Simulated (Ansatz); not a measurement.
System: C$_{2}$H$_{2}$F, net charge -1, singlet state. It need not be the lowest isomer of its formula. Whether it binds its extra electron was not tested at this geometry. 
Geometry from a B3LYP-D3(BJ)/def2-TZVP (Ansatz, a program for electronic structure) optimisation:
```xyz
5

C      0.1315     0.3867     0.0160
C      1.2672    -0.2693    -0.0065
F     -1.1469    -0.2926    -0.0157
H     -0.1466     1.4455     0.0576
H      2.0768     0.4834     0.0265
```
Charge -1, spin multiplicity 1.

Basis-set convergence of Hartree-Fock and CCSD correlation energies (hartree) with Ansatz. Cores are frozen in the correlated levels unless marked. No spin-orbit coupling. No relativistic terms. This anion needs diffuse functions, which these sets lack.

| basis | functions | E(HF) | E(corr, CCSD) |
|---|---|---|---|
| cc-pVDZ | - | -176.22862 | -0.47843 |
| cc-pVTZ | 118 | -176.29204 | -0.59968 |
| cc-pVQZ | 225 | [?] | [?] |

**Question.** Some entries are withheld; supply them.

**Answer.** 
- cc-pVQZ, E(HF): -176.30967
- cc-pVQZ, E(corr, CCSD): -0.64068
